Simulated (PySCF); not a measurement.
Ionisation energies (eV) were calculated with PySCF 2.14 by LDA, UHF, PBE, in another order, as differences of total energies without spin-orbit coupling. The measured values are between term centres (NIST).

```
                         species  measured       A       B       C
  B (dyall-acv3z, spin-free X2C)     8.297   8.671   8.645   8.040
 C⁺ (dyall-acv3z, spin-free X2C)    24.378  24.853  24.773  24.168
  N (dyall-acv3z, spin-free X2C)    14.545  14.727  15.004  13.889
 Ne (dyall-acv3z, spin-free X2C)    21.597  21.644  22.172  19.641
 Mg (dyall-acv3z, spin-free X2C)     7.646   7.624   7.732   6.615
 Si (dyall-acv3z, spin-free X2C)     8.157   8.188   8.223   7.626
Cl⁺ (dyall-acv3z, spin-free X2C)    23.771  23.830  23.967  22.578
 Ar (dyall-acv3z, spin-free X2C)    15.819  15.686  15.971  14.529
```

Task: Which column is which method?

Result: A is PBE (mean error 0.13 eV); B is LDA (mean error 0.28 eV); C is UHF (mean error -0.89 eV). PBE, with gradient corrections, lies close to experiment on average, with errors of both signs. LDA overbinds the outer electron and comes out highest. Hartree-Fock lacks the correlation of the electron removed and comes out lowest.
